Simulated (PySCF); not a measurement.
Input of an EPR job (settings, then geometry in Å):

```
{"job": {"kind": "epr"}, "charge": -1, "multiplicity": 2}
Al     0.008525    -0.005201     0.368399
H     -0.948008    -1.239336    -0.153798
H     -0.597440     1.450761    -0.104255
H      1.557383    -0.196684    -0.156046
```

Method: PySCF, UKS B3LYP, IGLO-III on Al, pcH-1 on H, non-relativistic, mean-field spin-orbit, GIAO. Isolated species at its PBE0-D3(BJ)/def2-SVP geometry, gas phase. Whether the extra electron is bound in the gas phase wasn't checked; a finite basis holds it in any case. The geometry's basis has no diffuse functions, a weakness for an anion.

Output of the driver script. The program numbers atoms from 0.

```
UKS, coarse grid
  cycle   1  E = -244.21621775  |g| = 1.43e-01
  cycle   2  E = -244.23402180  |g| = 5.84e-02
  cycle   3  E = -244.23738727  |g| = 1.19e-02
  cycle   4  E = -244.23744558  |g| = 2.53e-03
  cycle   5  E = -244.23744993  |g| = 5.39e-04
UKS, final grid
  cycle   1  E = -244.23745151  |g| = 2.92e-04
  cycle   2  E = -244.23745154  |g| = 1.77e-04
  cycle   3  E = -244.23745155  |g| = 2.64e-05
internal stability: stable
E = -244.23745155 Eh   <S^2> = 0.7511 (exact 0.7500)
g shifts (ppm)      1          2          3
  rmc           -69        -69        -69
  gc              5         28         28
  oz_so         -25        615        615
  total         -89        574        574
hyperfine (MHz)  atom isotope    a_iso     a_fc   dipolar eigenvalues
    0  27Al     420.49     421.15    -52.52    -52.52    105.05
    1    1H      30.75      30.74     -5.64     -0.56      6.20
    2    1H      30.69      30.69     -5.64     -0.56      6.20
    3    1H      30.72      30.71     -5.64     -0.56      6.20
```

|g| in the SCF lines is the orbital gradient. In the g block, columns 1 to 3 are the principal axes in rising order; rmc is the relativistic mass correction, gc the gauge correction and oz_so the orbital-Zeeman/spin–orbit term. a_fc is the Fermi-contact part of a_iso, the rest being spin–orbit.

**Question.** What does the output say about convergence, stability and spin contamination?

**Answer.** The SCF converged after 8 cycles in all, 5 of them on the coarse grid, and the solution passed the internal stability test. The unrestricted determinant has ⟨S²⟩ = 0.7511 (exact 0.7500), so spin contamination is small.

**Question.** What are the principal g values and g_iso?

**Answer.** Adding the total shifts to 2.002319 gives 2.00223, 2.00289, 2.00289; their mean shift is 353 ppm, so g_iso = 2.00267.

**Question.** Which couplings shape the isotropic spectrum at natural abundance (0.05 mT or more)? Keep the log's numbering.

**Answer.** atom 0 (27Al, I = 5/2): 420.5 MHz = 15.00 mT in magnitude, a 1:1:1:1:1:1 sextet; atoms 1, 2, 3 (1H, I = 1/2): mean 30.7 MHz = 1.10 mT in magnitude, a 1:3:3:1 quartet. Together 24 lines to first order. Class means assume fast exchange of nuclei equivalent by connectivity; if that motion is slow, each nucleus keeps its own coupling.

The species is `[AlH3-]` [radical] (charge -1). The run used 74 basis functions and 10 iterations of the response equations. 

The run took 2.1 s on one thread of an x86-64 server, no GPU (shared host).
Labels such as C1 count atoms from 1, the log's own numbers from 0.
